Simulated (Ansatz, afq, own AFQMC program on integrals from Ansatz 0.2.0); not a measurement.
# NaH₂− (triplet): quantum Monte Carlo beside coupled cluster, aug-cc-pVDZ

The task here is to estimate one member of a computed series from the others.

Computed with Ansatz 0.2.0, Gaussian basis, and an in-house AFQMC program (afq) on its integrals; all values are calculated. Level: aug-cc-pVDZ, frozen cores.

Plan: Full CI; PBE (unrestricted); r2SCAN (unrestricted); PBE0 (unrestricted); B3LYP (unrestricted); wB97M-V (unrestricted); B2PLYP (unrestricted); CCSD(T) on UHF; Full CI; Full CI (quintet); CCSDT(Q) on UHF; CCSD(T) on UHF; CCSD(T) on UHF; Phaseless AFQMC, CISD trial on UHF; CCSD(T) on ROHF; Full CI; CCSDT(Q) on ROHF; Phaseless AFQMC, CISD trial on ROHF.

**The geometry**

The geometry is a PBE0/def2-TZVPD stationary point (not a proven minimum) of the parent state, kept for this charge and spin.

3 atoms, charge -1, spin multiplicity 3.

Atoms are counted from 1 here; the program's logs count them from 0.

Bond lengths: Na1–H2 2.066 Å, Na1–H3 2.066 Å. Angles: H2–Na1–H3 180.0°.

Set-up of the first run:

The input, in.yaml:

```yaml
crystal:
  periodic: [false, false, false]
  atoms:
    - {symbol: Na, position_ang: [0.000000, 0.000000, 0.000000]}
    - {symbol: H, position_ang: [0.000000, 0.000000, -2.065760]}
    - {symbol: H, position_ang: [0.000000, 0.000000, 2.065760]}
basis:
  gaussian: {orbitals: aug-cc-pVDZ}
total_charge: -1
magnetization: {spin_polarized: false, initial_magnetization: 2}
correlation: {method: fci, electrons: outside_noble_gas}
```

Command:

```bash
ansatz run in.yaml --threads 1 --pin off --events-out ev --progress --plain --max-ram 1843MiB
```

Among the steps run: Full CI; PBE (unrestricted); r2SCAN (unrestricted); PBE0 (unrestricted); B3LYP (unrestricted); wB97M-V (unrestricted); B2PLYP (unrestricted); CCSD(T) on UHF; Full CI (quintet); CCSDT(Q) on UHF; Phaseless AFQMC, CISD trial on UHF; CCSD(T) on ROHF; CCSDT(Q) on ROHF; Phaseless AFQMC, CISD trial on ROHF.

One of the session's tables, all rows but one given; the rest of the session is left out.

On the ROHF determinant, counted from full CI (exact for this spin and basis):

```
                                              level  from full CI (kcal/mol)
                                                 HF                        ?
                                                MP2                   +14.07
                                               CCSD                    +2.51
                                            CCSD(T)                    +1.01
                                           CCSDT(Q)                     0.00
                                            full CI                     0.00
Phaseless AFQMC, CISD trial, step 0.005, 60 walkers                    +1.59
```

**Question.** Estimate the row for HF.

As computed: from full CI (kcal/mol): +45.37. In the column «from full CI (kcal/mol)» it is the highest.

Limits of these values: The report flags that the cluster equations may have other roots. Caveats: constraint bias not in the error; other roots. The anion's highest level is positive in at least one run, so there the basis alone may hold the extra electron.
